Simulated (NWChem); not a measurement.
# triplet C2H6Si at 6 levels

Aim: a comparison of 6 runs (UHF/STO-3G, UHF/cc-pVDZ, UB3LYP/6-31G*, UM06-2X/cc-pVDZ, UPBE0/cc-pVDZ, UMP2/cc-pVDZ) of triplet C2H6Si. 

Program for the calculation: NWChem 7.3.0.

3 further runs of the same task are left out: 3 set aside as unsound or not needed.

**1. The structure to begin with**

C2H6Si: 9 atoms, total charge 0, spin state triplet. As SMILES of the parent species, `CC[SiH]`. The coordinates come from a PBE0-D4/def2-TZVP relaxation. This is one conformer, not always the lowest. That shape belongs to the parent species and isn't relaxed for this state.

Bond lengths: C1–C2 1.523 Å, C2–Si3 1.891 Å, C1–H4 1.094 Å, C1–H5 1.093 Å, C1–H6 1.092 Å, C2–H7 1.095 Å, C2–H8 1.111 Å, Si3–H9 1.532 Å. Some angles: C1–C2–Si3 121.0°, C1–C2–H7 111.7°, C1–C2–H8 109.8°, Si3–C2–H7 110.3°, Si3–C2–H8 97.9°, C2–C1–H4 112.0°, C2–C1–H5 111.1°, C2–C1–H6 111.0°, C2–Si3–H9 94.7°, H7–C2–H8 104.1°.

**2. The energy at UHF/STO-3G (run 1)**

c2h6si.xyz

```xyz
9

C     -0.593600     0.495600    -0.562700
C      0.423400    -0.563800    -0.158900
Si     1.475100    -0.358700     1.398700
H     -1.208900     0.173100    -1.407700
H     -0.098000     1.423000    -0.860500
H     -1.258400     0.736300     0.269500
H      1.051000    -0.864800    -1.004300
H     -0.103000    -1.497700     0.133400
H      0.401100     0.410600     2.175300
```

run.py

```python
from ase.io import read
from ase.calculators.nwchem import NWChem

atoms = read('c2h6si.xyz')

calc = NWChem(
    label='c2h6si',
    theory='scf',
    memory='2200 mb',
    basis='STO-3G',
    basispar='spherical bse',
    scf={'nopen': '2', 'uhf': None, 'thresh': '1e-08', 'maxiter': '80'},
    task='energy',
)
atoms.calc = calc

print(f"energy = {atoms.get_potential_energy():.6f} eV")
```

The run is started by

```
$ export ASE_NWCHEM_COMMAND="nwchem PREFIX.nwi > PREFIX.nwo"
$ python run.py
```

Output:

```text
energy = -9899.137837 eV
```

The calculator wrote c2h6si.nwi:

```
title "c2h6si"

permanent_dir c2h6si

scratch_dir c2h6si

start c2h6si

geometry units angstrom nocenter noautosym noautoz
  C  -5.9360000000000002e-01 4.9559999999999998e-01 -5.6269999999999998e-01
  C  4.2340000000000000e-01 -5.6379999999999997e-01 -1.5890000000000001e-01
  Si 1.4751000000000001e+00 -3.5870000000000002e-01 1.3987000000000001e+00
  H  -1.2089000000000001e+00 1.7310000000000000e-01 -1.4077000000000000e+00
  H  -9.8000000000000004e-02 1.4230000000000000e+00 -8.6050000000000004e-01
  H  -1.2584000000000000e+00 7.3629999999999995e-01 2.6950000000000002e-01
  H  1.0509999999999999e+00 -8.6480000000000001e-01 -1.0043000000000000e+00
  H  -1.0299999999999999e-01 -1.4977000000000000e+00 1.3339999999999999e-01
  H  4.0110000000000001e-01 4.1060000000000002e-01 2.1753000000000000e+00
end

memory 2200 mb

basis spherical bse noprint
   * library STO-3G
end

scf
  nopen 2
  uhf
  thresh 1e-08
  maxiter 80
end

task scf energy
```

c2h6si.nwo:

```text
Northwest Computational Chemistry Package (NWChem) 7.3.0
             --------------------------------------------------------

           Job information
           ---------------

    nwchem branch   = 7.3.0
    use scalapack   = T
    input           = c2h6si.nwi
    prefix          = c2h6si.
    data base       = c2h6si/c2h6si.db
    status          = startup
    nproc           =        1

           Memory information
           ------------------

    heap     =     72089600 doubles =      550.0 Mbytes
    stack    =     72089597 doubles =      550.0 Mbytes
    global   =    144179200 doubles =     1100.0 Mbytes (distinct from heap & stack)
    total    =    288358397 doubles =     2200.0 Mbytes
    verify   = yes
    hardfail = no

[... 37 lines left out ...]
            Nuclear Dipole moment (a.u.)
[... 87 lines left out ...]
 1-e energy   =    -695.463677
[... 7 lines left out ...]
         Quadratically convergent UHF
[... 14 lines left out ...]
       Final UHF  results
[... 3 lines left out ...]
      One electron energy =   -694.952683605982
[... 1 line left out ...]
 Nuclear repulsion energy =     95.800483521025
[... 37 lines left out ...]
          Final beta eigenvalues
[... 185 lines left out ...]
                     UHF Final Beta Molecular Orbital Analysis
[... 201 lines left out ...]
   Mulliken analysis of the spin density
   -------------------------------------

    Atom       Charge   Shell Charges
 -----------   ------   -------------------------------------------------------
    1 C    6     0.02   0.00  0.00  0.01
    2 C    6     0.01   0.00  0.00  0.01
    3 Si  14     1.91   0.00  0.00  0.04  0.38  1.49
[... 5 lines of this table left out ...]
    9 H    1     0.04   0.04

       Multipole analysis of the density wrt the origin
       ------------------------------------------------

     L   x y z        total         alpha         beta         nuclear
     -   - - -        -----         -----         ----         -------
     0   0 0 0     -0.000000    -17.000000    -15.000000     32.000000

     1   1 0 0      0.619781    -20.181851    -13.995783     34.797414
[... 8 lines of this table left out ...]
     2   0 0 2    -18.301269    -85.810483    -68.167663    135.676877

 Task  times  cpu:        1.3s     wall:        1.3s
 Total times  cpu:        1.3s     wall:        1.3s
```

Run time: 2.3 s. Hardware: 1 thread of Intel Xeon Platinum 8488C (Sapphire Rapids), shared host; peak memory 0.099 GiB.

**3. A single-point energy at UHF/cc-pVDZ (run 2)**

run.py

```python
from ase import Atoms
from ase.calculators.nwchem import NWChem

molecule = Atoms('CCSiHHHHHH', positions=[
    [-0.593600, 0.495600, -0.562700],
    [0.423400, -0.563800, -0.158900],
    [1.475100, -0.358700, 1.398700],
    [-1.208900, 0.173100, -1.407700],
    [-0.098000, 1.423000, -0.860500],
    [-1.258400, 0.736300, 0.269500],
    [1.051000, -0.864800, -1.004300],
    [-0.103000, -1.497700, 0.133400],
    [0.401100, 0.410600, 2.175300],
])

calc = NWChem(
    label='m1',
    theory='scf',
    memory='2200 mb',
    basis='cc-pVDZ',
    basispar='spherical bse',
    scf={'nopen': '2', 'uhf': None, 'thresh': '1e-08', 'maxiter': '80'},
    task='energy',
)
molecule.calc = calc

print(f"energy = {molecule.get_potential_energy():.6f} eV")
```

The run is started by

```
$ export ASE_NWCHEM_COMMAND="nwchem PREFIX.nwi > PREFIX.nwo"
$ python run.py
```

Output:

```text
energy = -10015.728179 eV
```

The calculator wrote m1.nwi:

```
title "m1"

permanent_dir m1

scratch_dir m1

start m1

geometry units angstrom nocenter noautosym noautoz
  C  -5.9360000000000002e-01 4.9559999999999998e-01 -5.6269999999999998e-01
  C  4.2340000000000000e-01 -5.6379999999999997e-01 -1.5890000000000001e-01
  Si 1.4751000000000001e+00 -3.5870000000000002e-01 1.3987000000000001e+00
  H  -1.2089000000000001e+00 1.7310000000000000e-01 -1.4077000000000000e+00
  H  -9.8000000000000004e-02 1.4230000000000000e+00 -8.6050000000000004e-01
  H  -1.2584000000000000e+00 7.3629999999999995e-01 2.6950000000000002e-01
  H  1.0509999999999999e+00 -8.6480000000000001e-01 -1.0043000000000000e+00
  H  -1.0299999999999999e-01 -1.4977000000000000e+00 1.3339999999999999e-01
  H  4.0110000000000001e-01 4.1060000000000002e-01 2.1753000000000000e+00
end

memory 2200 mb

basis spherical bse noprint
   * library cc-pVDZ
end

scf
  nopen 2
  uhf
  thresh 1e-08
  maxiter 80
end

task scf energy
```

m1.nwo:

```text
Northwest Computational Chemistry Package (NWChem) 7.3.0
             --------------------------------------------------------

           Job information
           ---------------

    nwchem branch   = 7.3.0
    use scalapack   = T
    input           = m1.nwi
    prefix          = m1.
    data base       = m1/m1.db
    status          = startup
    nproc           =        1

           Memory information
           ------------------

    heap     =     72089598 doubles =      550.0 Mbytes
    stack    =     72089595 doubles =      550.0 Mbytes
    global   =    144179200 doubles =     1100.0 Mbytes (distinct from heap & stack)
    total    =    288358393 doubles =     2200.0 Mbytes
    verify   = yes
    hardfail = no

[... 37 lines left out ...]
            Nuclear Dipole moment (a.u.)
[... 87 lines left out ...]
 1-e energy   =    -694.171354
[... 7 lines left out ...]
         Quadratically convergent UHF
[... 14 lines left out ...]
       Final UHF  results
[... 3 lines left out ...]
      One electron energy =   -696.702541287363
[... 1 line left out ...]
 Nuclear repulsion energy =     95.800483521025
[... 39 lines left out ...]
          Final beta eigenvalues
[... 221 lines left out ...]
                     UHF Final Beta Molecular Orbital Analysis
[... 242 lines left out ...]
    Atom       Charge   Shell Charges
 -----------   ------   -------------------------------------------------------
    1 C    6     0.01   0.00  0.00 -0.00  0.01 -0.00  0.00
    2 C    6     0.03   0.00  0.01  0.00  0.05 -0.03  0.01
    3 Si  14     1.92  -0.00 -0.00  0.15  0.23 -0.00  0.75  0.77  0.01
[... 5 lines of this table left out ...]
    9 H    1     0.03   0.04 -0.01  0.00

       Multipole analysis of the density wrt the origin
       ------------------------------------------------

     L   x y z        total         alpha         beta         nuclear
     -   - - -        -----         -----         ----         -------
     0   0 0 0      0.000000    -17.000000    -15.000000     32.000000

     1   1 0 0      0.079199    -20.604797    -14.113419     34.797414
[... 8 lines of this table left out ...]
     2   0 0 2    -22.237051    -88.794796    -69.119132    135.676877

 Task  times  cpu:       28.5s     wall:       28.5s
 Total times  cpu:       28.5s     wall:       28.5s
```

Run time: 30 s. Hardware: 1 thread of Intel Xeon Platinum 8488C (Sapphire Rapids), shared host; peak memory 0.099 GiB.

Runs 3 to 4 aren't shown in full; the table further down has their settings and results.

**4. A single-point energy at UPBE0/cc-pVDZ (run 5)**

c2h6si.nw

```
start c2h6si
title "C2H6Si energy"
memory 2200 mb

geometry units angstrom noautosym nocenter noautoz
   C     -0.593600     0.495600    -0.562700
   C      0.423400    -0.563800    -0.158900
   Si     1.475100    -0.358700     1.398700
   H     -1.208900     0.173100    -1.407700
   H     -0.098000     1.423000    -0.860500
   H     -1.258400     0.736300     0.269500
   H      1.051000    -0.864800    -1.004300
   H     -0.103000    -1.497700     0.133400
   H      0.401100     0.410600     2.175300
end

basis spherical bse
   * library cc-pVDZ
end

dft
   xc pbe0
   mult 3
   grid xfine
   convergence energy 1e-08
   iterations 100
   mulliken
end

task dft
```

The run is started by

```
$ nwchem c2h6si.nw > c2h6si.out
```

Output:

```text
[...]
          Wavefunction type:  spin polarized.
          No. of atoms     :     9
          No. of electrons :    32
[...]
          Charge           :     0
          Spin multiplicity:     3
[...]
          AO basis - number of functions:    76
[...]
              XC Information
              --------------
                         PBE0 Method XC Functional
                     Hartree-Fock (Exact) Exchange  0.250
          PerdewBurkeErnzerhof Exchange Functional  0.750
            Perdew 1991 LDA Correlation Functional  1.000 local
           PerdewBurkeErnz. Correlation Functional  1.000 non-local
[...]
 d= 0,ls=0.0,diis     1   -368.9460965848 -4.65D+02  4.91D-03  5.17D-02     8.6
[...]
 d= 0,ls=0.0,diis    11   -368.9790128258 -3.83D-09  3.08D-07  4.09D-10    72.7
[...]
         Total DFT energy =     -368.979012825755
      One electron energy =     -697.042561150067
           Coulomb energy =      266.002407842092
    Exchange-Corr. energy =      -33.739343038804
 Nuclear repulsion energy =       95.800483521025
[...]
      Total Density - Mulliken Population Analysis
     ---------------------------------------------
    Atom       Charge   Shell Charges
 -----------   ------   -------------------------------------------------------
    1 C    6     6.08   2.01  0.65  0.39  2.10  0.87  0.05
    2 C    6     6.23   2.01  0.66  0.50  2.07  0.95  0.05
    3 Si  14    13.96   2.00  2.02  0.82  0.61  6.01  1.35  1.02  0.13
    4 H    1     0.95   0.74  0.18  0.03
    5 H    1     0.94   0.74  0.17  0.03
    6 H    1     0.95   0.74  0.18  0.03
    7 H    1     0.94   0.74  0.17  0.03
    8 H    1     0.92   0.73  0.16  0.03
    9 H    1     1.03   0.68  0.33  0.01
[...]
      <S2> =      2.0024 (Exact =     2.0000)
[...]
```

Wall time 74 s (1 thread of Intel Xeon Platinum 8488C (Sapphire Rapids), shared host); peak memory 0.14 GiB.

**5. A single-point energy at UMP2/cc-pVDZ (run 6)**

calc.nw

```
start calc
title "C2H6Si mp2"
memory 2200 mb
charge 0

geometry units angstrom noautosym nocenter noautoz
  C       -0.593600       0.495600      -0.562700
  C        0.423400      -0.563800      -0.158900
  Si       1.475100      -0.358700       1.398700
  H       -1.208900       0.173100      -1.407700
  H       -0.098000       1.423000      -0.860500
  H       -1.258400       0.736300       0.269500
  H        1.051000      -0.864800      -1.004300
  H       -0.103000      -1.497700       0.133400
  H        0.401100       0.410600       2.175300
end

basis spherical bse
  * library cc-pVDZ
end

scf
  triplet
  uhf
  thresh 1e-08
  maxiter 80
  print low
end

mp2
  freeze core 7
  tight
end

task mp2 energy
```

The run is started by

```
$ nwchem calc.nw > calc.out
```

Output:

```text
[...]
  functions       =    76
[...]
  wavefunction    = UHF
[...]
         Total SCF energy =   -368.071224674183
      One electron energy =   -696.702541287359
      Two electron energy =    232.830833092151
 Nuclear repulsion energy =     95.800483521025
                       Sz =      1.0000
                 Sz(Sz+1) =      2.0000
                      S^2 =      2.0043
[...]
          Total MP2 energy          -368.431856902559
[...]
```

Wall time 36 s (1 thread of Intel Xeon Platinum 8488C (Sapphire Rapids), shared host); peak memory 0.16 GiB.

**6. Overview of the runs**

| run | level | iteration cap | module | energy (Eh) | dipole moment (D) | HOMO energy (eV) | LUMO energy (eV) | wall time |
| --- | --- | --- | --- | --- | --- | --- | --- | --- |
| 1 | UHF/STO-3G | 80 | scf | -363.786609 | 1.76 | -4.82 | 4.79 | 2.3 s |
| 2 | UHF/cc-pVDZ | 80 | scf | -368.071225 | 0.85 | -7.71 | 0.49 | 30 s |
| 3 | UB3LYP/6-31G* (spherical functions) | 100 | dft | -369.198385 | 1.02 | -4.61 | -3.94 | 40 s |
| 4 | UM06-2X/cc-pVDZ | 100 | dft | -369.128218 | 0.91 | -5.70 | -3.40 | 99 s |
| 5 | UPBE0/cc-pVDZ | 100 | dft | -368.979013 | 1.01 | -5.01 | -3.50 | 74 s |
| 6 | UMP2/cc-pVDZ | 80 | mp2 | -368.431857 | – | – | – | 36 s |

**7. Outcome**

| quantity | value |
| --- | --- |
| run 6: total energy | -368.43186 Eh |
| run 6: correlation energy (7 core orbitals frozen) | -360.6 mEh |
| run 6: ⟨S²⟩ of the reference determinant | 2.004 |

What this shows: Over runs 1, 2, 3, 4, 5 the dipole moment (its size) runs from 0.85 D (UHF/cc-pVDZ) to 1.76 D (UHF/STO-3G). Totals of different functionals can't be ranked against each other. In run 1 the basis is minimal, so the values are rough. All runs together took 4.7 min, the longest 99 s.
